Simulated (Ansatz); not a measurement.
AlN₂. Total charge 0; doublet. Geometry r2SCAN-D4/def2-TZVP; atoms count from 1.

```xyz
3

Al    0.406   -1.191    0.575
N    -0.735    0.378   -0.363
N     0.329    0.813   -0.212
```

Another isomer (doublet) lies 0.07 eV lower at PBE0-D4/def2-TZVP; other spin states weren't run for this one.

Q: Estimate the Mulliken populations from the PBE0/def2-TZVP orbitals of Ansatz.

A: 
```csv
atom,charge (e),spin (α − β)
Al1,0.20,0.33
N2,-0.10,0.34
N3,-0.10,0.34
```
Mulliken values and Mayer orders depend strongly on the basis.

Q: Where does the spin sit?

A: Summed by element: Al 0.33, N 0.67, of 1 unpaired in all. Largest on single atoms: N2 0.34, N3 0.34, Al1 0.33.

Q: And the Mayer bond orders between bonded heavy atoms (over 0.3)?

A: Al1–N2 0.55 (2.15 Å); Al1–N3 0.55 (2.15 Å); N2–N3 2.13 (1.16 Å).
